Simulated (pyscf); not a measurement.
Single points on ωB97X-D3(BJ)/def2-SVP structures (PySCF, gas phase).

**Question.** Estimate the classical barrier height and the reaction energy of HO–AlH₂ (SMILES [OH][AlH2]) + NH₃ (SMILES N) → H₂N–AlH–OH (SMILES [NH2][AlH][OH]) + H₂ (SMILES [H][H]) at ωB97M-D3(BJ)/def2-TZVP. The step runs on the singlet surface, breaks Al–H, H–N and forms Al–N, H–H; take the separated reactants as zero.

**Answer.** ΔE‡ = 3.4 kcal/mol, ΔE = -17.5 kcal/mol. Zero-point energy shifts the barrier by -0.4 kcal/mol. It is a four-centre exchange, with an imaginary mode of 1298i cm⁻¹. On the reactant side the descent ends in an adduct with a Al–N contact, 29.9 kcal/mol under the separated species and 32.0 kcal/mol under the saddle at ωB97X-D3(BJ)/def2-TZVP. What is counted as formed (Al–N) is already present as a longer contact in the reactant adduct; forming that adduct is a step of its own. At the saddle there is also a short Al–H contact that neither side keeps. One saddle was located; it need not be the lowest between these sides.
